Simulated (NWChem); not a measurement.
**Total energies of CH2**

```xyz
3

C      0.0000     0.0000    -0.1059
H      1.0041     0.0000     0.3177
H     -1.0041     0.0000     0.3177
```
Charge 0, spin multiplicity 3.

Everything below was run with NWChem. The geometry was optimised at UPBE0/def2-SVP, a minimum by its harmonic frequencies.

Basis set: cc-pVQZ (115 functions).

```json
[
 {"method": "UHF", "total energy (Ha)": "-38.93966", "relative cost": "1"},
 {"method": "UMP2", "total energy (Ha)": "-39.06557", "relative cost": "under 3"},
 {"method": "UB2PLYP", "total energy (Ha)": "-39.13075", "relative cost": "under 3"},
 {"method": "UPBE", "total energy (Ha)": "-39.10708", "relative cost": "under 3"},
 {"method": "UB3LYP", "total energy (Ha)": "-39.17156", "relative cost": "under 3"},
 {"method": "UM06-2X", "total energy (Ha)": "-39.14717", "relative cost": "under 3"}
]
```

Total energies of different functionals aren't comparable as a measure of quality: only differences taken within one method are. Relative cost: rough, from shared machines, SCF included, UHF = 1.

The correlated methods keep 1 core orbital frozen. B3LYP has NWChem's definition, with VWN1-RPA local correlation. This spin state was chosen for the runs; another may lie lower. The structure started from a generated list of species. The unpaired electrons of the parent sit in orbitals of symmetry a1 and b2 (C2v labels of the run); other states weren't searched. The stability of the SCF solutions was not checked. Open-shell Hartree-Fock references start from PBE0 orbitals; any time given for them includes that run.
